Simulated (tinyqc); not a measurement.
Extended Hueckel theory, for N2+, step by step. The parameters take no account of the charge, which enters only through the electron count. Computed by tinyqc, a small Python program that keeps every step (integrals from PySCF). Settings: charge = 1, K = 1.75, weighted = 1, multiplicity = 2. Command: `OMP_NUM_THREADS=1 python tinyqc.py 25013 25014 out.jsonl` (the two numbers bound the seeds that draw the settings). One thread of a shared host (Intel(R) Xeon(R) Processor @ 2.60GHz), about 0.01 s of CPU time with the checks.

## Overlaps

Geometry (angstrom):
```
atom,x,y,z
N,0.000000,0.000000,0.000000
N,0.000000,0.000000,1.238000
```

Parameters chosen for this run:
```
element,shell,Slater exponent,H_ii (eV)
N,2s,1.950000,-26.000000
N,2p,1.950000,-13.400000
```

Slater orbitals, each expanded in six Gaussians scaled to its exponent.

overlap S, lower triangle:
```
,1N 2s,1N 2px,1N 2py,1N 2pz,2N 2s,2N 2px,2N 2py,2N 2pz
1N 2s,1.000000
1N 2px,0.000000,1.000000
1N 2py,0.000000,0.000000,1.000000
1N 2pz,0.000000,0.000000,0.000000,1.000000
2N 2s,0.365289,0.000000,0.000000,0.384105,1.000000
2N 2px,0.000000,0.211084,0.000000,0.000000,0.000000,1.000000
2N 2py,0.000000,0.000000,0.211084,0.000000,0.000000,0.000000,1.000000
2N 2pz,-0.384105,0.000000,0.000000,-0.332110,0.000000,0.000000,0.000000,1.000000
```

## Wolfsberg-Helmholz matrix

diagonal H_ii (eV): 1N 2s -26.000000, 1N 2px -13.400000, 1N 2py -13.400000, 1N 2pz -13.400000, 2N 2s -26.000000, 2N 2px -13.400000, 2N 2py -13.400000, 2N 2pz -13.400000

K = 1.750000

H_ij = K' S_ij (H_ii + H_jj)/2 for i != j (the diagonal keeps H_ii), with K' = K + D^2 + D^4 (1 - K), D = (H_ii - H_jj)/(H_ii + H_jj), K = 1.75.

H (eV), lower triangle:
```
,1N 2s,1N 2px,1N 2py,1N 2pz,2N 2s,2N 2px,2N 2py,2N 2pz
1N 2s,-26.000000
1N 2px,0.000000,-13.400000
1N 2py,0.000000,0.000000,-13.400000
1N 2pz,0.000000,0.000000,0.000000,-13.400000
2N 2s,-16.620670,0.000000,0.000000,-13.956518,-26.000000
2N 2px,0.000000,-4.949922,0.000000,0.000000,0.000000,-13.400000
2N 2py,0.000000,0.000000,-4.949922,0.000000,0.000000,0.000000,-13.400000
2N 2pz,13.956518,0.000000,0.000000,7.787971,0.000000,0.000000,0.000000,-13.400000
```

## Orbitals

valence electrons = 9

Solve H C = S C e through S^(-1/2); fill by pairs from the bottom, a degenerate level sharing its electrons equally; each orbital has its largest coefficient positive (the first on a tie).

orbital energies (eV): -31.347972  -21.116892  -15.151650  -15.151650  -13.519513  -10.711000  -10.711000  24.355731

occupations: 2.000000  2.000000  2.000000  2.000000  1.000000  0.000000  0.000000  0.000000

coefficients:
```
,MO1,MO2,MO3,MO4,MO5,MO6,MO7,MO8
1N 2s,0.587549,0.581239,0.000000,0.000000,-0.230955,0.000000,0.000000,0.932975
1N 2px,0.000000,0.000000,-0.075893,0.638039,0.000000,-0.016565,0.795931,0.000000
1N 2py,0.000000,0.000000,0.638039,0.075893,0.000000,0.795931,0.016565,0.000000
1N 2pz,0.054714,-0.400105,0.000000,0.000000,0.636779,0.000000,0.000000,0.994068
2N 2s,0.587549,-0.581239,0.000000,0.000000,-0.230955,0.000000,0.000000,-0.932975
2N 2px,0.000000,0.000000,-0.075893,0.638039,0.000000,0.016565,-0.795931,0.000000
2N 2py,0.000000,0.000000,0.638039,0.075893,0.000000,-0.795931,-0.016565,0.000000
2N 2pz,-0.054714,-0.400105,0.000000,0.000000,-0.636779,0.000000,0.000000,0.994068
```

sum of one-electron energies = -179.055841 eV

Within a degenerate level the vectors are fixed only up to a rotation; this is one choice.

## Mulliken analysis

P = C n C^T; charge = valence electrons (N 5) minus the sum of (P S)_ii on the atom; overlap population = 2 sum P_ij S_ij between two atoms.

charges: 1N 0.500000, 2N 0.500000

Overlap populations:
```
pair,value
2-1,1.395001
```
